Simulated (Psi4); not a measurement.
Process, species as SMILES: C=CF → C=[C-]F + H+
B3LYP-D3(BJ)/def2-TZVP geometries, fixed; electronic energies without zero-point terms.

Effect of the integral screening threshold at wB97X-V/cc-pVTZ with Psi4, against the last row, where the deprotonation energy is 406.20 kcal/mol. The proton leaves the site shown, which need not be the most acidic.

```json
[
 {"setting": "ints_tolerance: 1e-6", "largest shift of a total energy (mEh)": "0.002", "shift of the deprotonation energy (kcal/mol)": "0.000"},
 {"setting": "ints_tolerance: 1e-8", "largest shift of a total energy (mEh)": "0.000", "shift of the deprotonation energy (kcal/mol)": "0.000"},
 {"setting": "ints_tolerance: 1e-10", "largest shift of a total energy (mEh)": "0.000", "shift of the deprotonation energy (kcal/mol)": "0.000"},
 {"setting": "ints_tolerance: 1e-14", "largest shift of a total energy (mEh)": "0.000", "shift of the deprotonation energy (kcal/mol)": "0.000"}
]
```

Within 0.02 kcal/mol in the deprotonation energy: ints_tolerance: 1e-6; ints_tolerance: 1e-8; ints_tolerance: 1e-10. The largest shift is 0.002 mEh in a total energy and 0.000 kcal/mol in the difference.
